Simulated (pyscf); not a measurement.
**Routes from [HN=Si–NH₂]• + H₂**

Candidate steps break at most two bonds and form at most two. Each was searched with GFN2-xTB (tblite) first. Structures and frequencies: ωB97X-D3(BJ)/def2-SVP in PySCF. Energies: ωB97M-D3(BJ)/def2-TZVP, kcal/mol, from the separated reactants, doublet surface; ΔG‡ with ideal gas, 1 atm, RRHO with modes under 100 cm⁻¹ raised to 100, one conformer, R ln 2 for chiral ones without a mode under 150 cm⁻¹.

```
products                                    type   ΔE‡     ΔE  ΔG‡ 298 K  ΔG‡ 900 K  ν‡ (cm⁻¹)
--------------------------  --------------------  ----  -----  ---------  ---------  ---------
H₂N–Si:–NH₂ [singlet] + H•  hydrogen abstraction  12.3   -1.3       18.9       35.1      1537i
HN=SiH–NH₂ + H•             hydrogen abstraction  24.9  +19.5       30.3       46.2      1113i
```

Plain bond fissions and candidates not yet searched are not listed, and one of them may be faster. Each barrier is that of the saddle found; lower ones may exist.
